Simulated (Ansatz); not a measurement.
in.yaml

```yaml
crystal:
  periodic: [false, false, false]
  atoms:
    - {symbol: N, position_ang: [0.000000, -0.625681, 0.243629]}
    - {symbol: S, position_ang: [0.000000, 0.295697, -1.836440]}
    - {symbol: S, position_ang: [0.000000, 0.029331, 1.722360]}
    - {symbol: H, position_ang: [0.000000, -1.645207, 0.243629]}
basis:
  gaussian: {orbitals: "6-31++G**"}
magnetization: {spin_polarized: false}
hamiltonian: {xc: hf}
output: {forces: true, orbitals: {seedname: orbitals}}
```

```sh
$ ansatz run in.yaml --threads 1 --pin off --events-out ev --progress --plain --max-ram 2393MiB
```

The program prints:

```
619 factors; integrals over basis functions are off by at most 9.2e-4 eV
mean field evaluation 1: about -23122.2793 eV, gradient 2.8e1 eV
mean field evaluation 2: about -23122.3427 eV, gradient 2.8e1 eV
mean field evaluation 4: about -23126.1383 eV, gradient 5.7e0 eV
mean field evaluation 8: about -23126.8737 eV, gradient 2.7e-1 eV
mean field evaluation 16: about -23112.6546 eV, gradient 2.9e1 eV
mean field evaluation 32: about -23118.1400 eV, gradient 3.3e1 eV
mean field -23126.87532753 eV, -849.8969923277 hartree, gradient 3.1e-5 eV, S^2 0.000000; 0 other end points of the search recorded, 0 dependent functions left out
the calculation of the forces begins
reference -23126.87532753 eV, -849.8969923277 hartree; 20, 20 occupied and 51, 51 virtual orbitals, 619 factors
Total energy: -23126.87532753 eV, -849.8969923277 hartree
Atom 0 at     0.000000    -0.625681     0.243629 Å, force    -0.000000     1.933584     1.912285 eV/Å
Atom 1 at     0.000000     0.295697    -1.836440 Å, force     0.000000    -0.818075     1.942992 eV/Å
Atom 2 at     0.000000     0.029331     1.722360 Å, force    -0.000000    -1.658567    -3.864774 eV/Å
Atom 3 at     0.000000    -1.645207     0.243629 Å, force     0.000000     0.543057     0.009496 eV/Å
Dipole moment:     0.000000    -0.400977     0.724735 e Å
```

Forces (eV/Å):
```
N    0.000  1.934  1.912
S    0.000 -0.818  1.943
S    0.000 -1.659 -3.865
H    0.000  0.543  0.009
```

Ran on 1 thread of Arm Neoverse V2, shared host: 1.1 s wall, 0.18 GiB peak host memory.
